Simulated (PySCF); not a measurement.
Gas-phase reaction: BF3.NH3 ⇌ BF3 + 2 H + NH

Computed with PySCF (xtb for GFN2) and rigid-rotor harmonic-oscillator thermochemistry at 1 bar. † marks an energy on the PBE0/def2-TZVP geometry and frequencies; other levels use their own. 6-31G* has spherical d functions here. Open shells (unrestricted): H (multiplicity 2), NH (multiplicity 3); the rest are closed-shell singlets. GFN2 has no spin-polarisation term. Adducts (BF3.NH3) have no counterpoise correction, and HF, PBE, BLYP, B3LYP and PBE0 lack dispersion. BF3.NH3: computed as isolated molecules; such fragments, hydroxides, amides, oligomers or adducts are transient or little studied in the gas. The harmonic model lacks anharmonicity and excited electronic states, which grow with temperature; levels with a mode under 35 cm⁻¹ are left out. Internal rotation in BF3.NH3 is treated as a harmonic vibration of one conformer, which makes the entropy rough.

```json
[
 {"level": "GFN2-xTB", "ΔE electronic, kJ": "1251", "ΔH°(298 K), kJ": "1188", "ΔS°(298 K), J/K": "355", "ΔG°(1600 K), kJ": "599"},
 {"level": "HF/6-31G*", "ΔE electronic, kJ": "687", "ΔH°(298 K), kJ": "611", "ΔS°(298 K), J/K": "366", "ΔG°(1600 K), kJ": "-2"},
 {"level": "PBE/def2-SVP", "ΔE electronic, kJ": "989", "ΔH°(298 K), kJ": "922", "ΔS°(298 K), J/K": "359", "ΔG°(1600 K), kJ": "325"},
 {"level": "PBE0/def2-SVP†", "ΔE electronic, kJ": "983", "ΔH°(298 K), kJ": "913", "ΔS°(298 K), J/K": "364", "ΔG°(1600 K), kJ": "306"},
 {"level": "ωB97M-V/def2-TZVP†", "ΔE electronic, kJ": "988", "ΔH°(298 K), kJ": "918", "ΔS°(298 K), J/K": "364", "ΔG°(1600 K), kJ": "310"}
]
```
ΔH° is lowest at HF/6-31G* and highest at GFN2-xTB. No reference value is set beside these.
